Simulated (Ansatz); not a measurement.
Fluorite CdF2 was calculated with HSE06+SOC in Ansatz (PAW).

Run with plane-wave cutoff 460 eV, 8×8×8 k mesh, Fermi–Dirac smearing 0.01 eV, PAW data made under PBE.

The cell has the measured lattice: a = b = c = 5.388 Å, α = β = γ = 90.00°.

Task: Estimate the band gap and smallest direct gap on the k points sampled that the calculation returns.

Result: 
band gap: 5.20 eV (on the SCF k mesh) (indirect)
smallest direct gap on the k points sampled: 5.71 eV

Measured, for comparison: band gap 7.8 eV (temperature not stated, not corrected to a static lattice, indirect W–Γ; as tabulated in Cappellini et al. (2013), arXiv:1302.2571). Computed (rounded) less measured: band gap -2.60 eV.

Note: cell and atoms aren't relaxed at this level (pressure 1.8 GPa).

Ansatz is an electronic-structure program.
